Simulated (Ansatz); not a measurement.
**BNH3 (quartet): wave-function methods side by side at distance B1–H4 along a hydrogen transfer = 1.640 Å, cc-pVDZ**

Aim: climb from Hartree-Fock through coupled cluster and multireference methods for BNH3 (quartet) at one geometry and basis, and see what each rung misses.

The runs use Ansatz 0.2.0, Gaussian basis; cc-pVDZ, core rule «outside noble gas», up to 2 orbitals frozen.

Plan: UHF; CCSD(T) on ROHF; CCSD(T) on UHF; BCCD(T) on ROHF; CISD; CCSDT(Q) on ROHF; CCSDT(Q) on UHF; CASSCF and MRCISD+Q, 5 electrons in 5 orbitals; CASSCF and NEVPT2, 5 electrons in 5 orbitals.

16 further runs of the same task are left out: 4 for a known fault of the program, 10 that didn't finish, 2 set aside as unsound or not needed.

## 1. The geometry

The geometry derives from fragments relaxed apart (PBE0/def2-TZVP) and kept rigid, so it is no stationary point. A hydrogen atom is moved between rigid fragments.

5 atoms, charge 0, spin multiplicity 4.

Atoms are counted from 1 here; the program's logs count them from 0.

Bond lengths: B1–H2 1.193 Å, B1–H3 1.193 Å, H4–N5 1.218 Å. Angles: H2–B1–H3 120.0°.

## 2. UHF

The input, in.yaml:

```yaml
crystal:
  periodic: [false, false, false]
  atoms:
    - {symbol: B, position_ang: [-1.453988, 0.000000, 0.000000]}
    - {symbol: H, position_ang: [-2.050721, 1.033571, 0.000000]}
    - {symbol: H, position_ang: [-2.050721, -1.033571, 0.000000]}
    - {symbol: H, position_ang: [0.186012, 0.000000, 0.000000]}
    - {symbol: N, position_ang: [1.404012, 0.000000, 0.000000]}
basis:
  gaussian: {orbitals: cc-pVDZ}
magnetization: {spin_polarized: true, initial_magnetization: 3}
hamiltonian: {xc: hf}
output: {orbitals: {seedname: orbitals}}
```

Launch:

```
> ansatz run in.yaml --threads 1 --pin off --events-out ev --progress --plain --max-ram 2393MiB
```

After this run come: CCSD(T) on ROHF; CCSD(T) on UHF; BCCD(T) on ROHF; CISD; CCSDT(Q) on ROHF; CCSDT(Q) on UHF; CASSCF and MRCISD+Q, 5 electrons in 5 orbitals; CASSCF and NEVPT2, 5 electrons in 5 orbitals.

**Question.** What will the summary of the whole plan be? Wanted: UCCSDT(Q) below the RHF energy; RMP2 from UCCSDT(Q); UMP2 from UCCSDT(Q); RCCSD from UCCSDT(Q); RCCSD(T) from UCCSDT(Q); UCCSD(T) from UCCSDT(Q); RCCSDT(Q) from UCCSDT(Q); NEVPT2 pair from UCCSDT(Q); MRCISD+Q pair from UCCSDT(Q).

The runs gave:

| quantity | value |
| --- | --- |
| UCCSDT(Q) below the RHF energy | -6.6298 eV |
| RMP2 from UCCSDT(Q) | +118.2 kJ/mol |
| UMP2 from UCCSDT(Q) | +124.6 kJ/mol |
| RCCSD from UCCSDT(Q) | +14.7 kJ/mol |
| RCCSD(T) from UCCSDT(Q) | +3.1 kJ/mol |
| UCCSD(T) from UCCSDT(Q) | +3.0 kJ/mol |
| RCCSDT(Q) from UCCSDT(Q) | +0.2 kJ/mol |
| NEVPT2 pair from UCCSDT(Q) | +112.5 kJ/mol |
| MRCISD+Q pair from UCCSDT(Q) | +2.4 kJ/mol |
| levels within 1 kcal/mol (43 meV) | RCCSD(T), UCCSD(T), BCCD(T), RCCSDT, UCCSDT, RCCSDT(Q), MRCISD+Q pair |
| T1 diagnostic | 0.025 |

RCCSD(T) lands +3.1 kJ/mol from the yardstick (0.5 % of the correlation energy). Of the multireference levels listed MRCISD+Q pair comes nearest in total energy (+2.4 kJ/mol), which doesn't show that its space is the better one. These misses are within one basis, not against nature; the frozen cores of restricted and unrestricted runs differ, which can shift their rows.
